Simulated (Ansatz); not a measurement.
in.yaml

```yaml
crystal:
  periodic: [false, false, false]
  atoms:
    - {symbol: Se, position_ang: [0.000000, 0.000000, 0.000000]}
    - {symbol: Mg, position_ang: [0.000000, 0.000000, 2.864300]}
basis:
  gaussian: {orbitals: STO-3G, point_charges: [{charge: 1.00, position_ang: [4.016, 0.781, -0.447]}]}
total_charge: 1
magnetization: {spin_polarized: false, initial_magnetization: 5}
correlation: {method: sc_nevpt2, electrons: all, active_space: {window: {electrons: 51, orbitals: 14}}}
```

```sh
$ ansatz run in.yaml --threads 1 --pin off --events-out ev --progress --plain --max-ram 2393MiB
```

(1) One thing in this input was set wrong on purpose, beside settings that are merely unusual. What is the gravest fault, and what does the program do?

Answers

(1) Impossible active window. How the run ends: stopped by an error.
```
256 factors; integrals over basis functions are off by at most 1.5e-4 eV
mean field evaluation 1: about -69931.2092 eV, gradient 4.7e0 eV
mean field evaluation 2: about -69932.0600 eV, gradient 4.6e0 eV
mean field evaluation 4: about -69932.1720 eV, gradient 1.6e-1 eV
mean field evaluation 8: about -69932.1742 eV, gradient 1.9e-5 eV
mean field evaluation 16: about -69932.1310 eV, gradient 1.7e0 eV
mean field evaluation 32: about -69931.7824 eV, gradient 1.8e0 eV
mean field evaluation 64: about -69932.1388 eV, gradient 1.3e-1 eV
mean field -69932.17416428 eV, -2569.9599988071 hartree, gradient 2.5e-6 eV, S^2 8.750000; 8 other end points of the search recorded, 0 dependent functions left out
reference -69932.17416428 eV, -2569.9599988071 hartree; 25, 20 occupied and 2, 7 virtual orbitals, 256 factors
Error: 51 electrons in 14 orbitals form no window around the highest filled level of the reference
```
